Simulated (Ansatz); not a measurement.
The same path of BH$_{6}$Si$_{2}$ (9 atoms, charge 0, multiplicity 2) was run twice with different band settings. The coordinate that changes most is the dihedral B1–Si2–Si3–H8.

Theory: Ansatz, UKS B3LYP/6-31G*.

Relaxed end points:

```xyz
9
Properties=species:S:1:pos:R:3
B -1.183 1.079 -1.424
Si 0.188 0.809 -0.063
Si 0.704 -1.203 1.014
H -1.859 0.163 -1.783
H -1.345 2.163 -1.900
H 1.043 1.942 0.396
H 2.113 -1.606 0.744
H -0.203 -2.277 0.526
H 0.543 -1.069 2.489
```

```xyz
9
Properties=species:S:1:pos:R:3
B -1.344 1.255 -1.103
Si 0.369 0.607 -0.432
Si 0.710 -1.210 1.003
H -2.358 0.709 -0.788
H -1.377 2.201 -1.831
H 1.643 1.281 -0.817
H 1.367 -0.773 2.268
H 1.586 -2.233 0.365
H -0.597 -1.838 1.334
```

Common settings: climbing image yes; spring 5.0 eV/Å²; optimiser quadratic models (default); start path through a guess of the saddle point; force threshold 0.03 eV/Å; iteration limit 60; end points relaxed.

| run | movable images |
| --- | --- |
| 1 | 7 |
| 2 | 2 |

Question: What does each run give, and how far can it be trusted?

Answer: Run 1: converged after 5 iterations, highest image 0.014 eV above the first end. A vibrational analysis at the climbing image gives one clearly imaginary mode, 63i cm⁻¹: a first-order saddle point.
Run 2: converged after 5 iterations, highest image 0.011 eV above the first end. The order of the stationary point at the top wasn't checked. So few images can step over the top or miss a turn of the path.
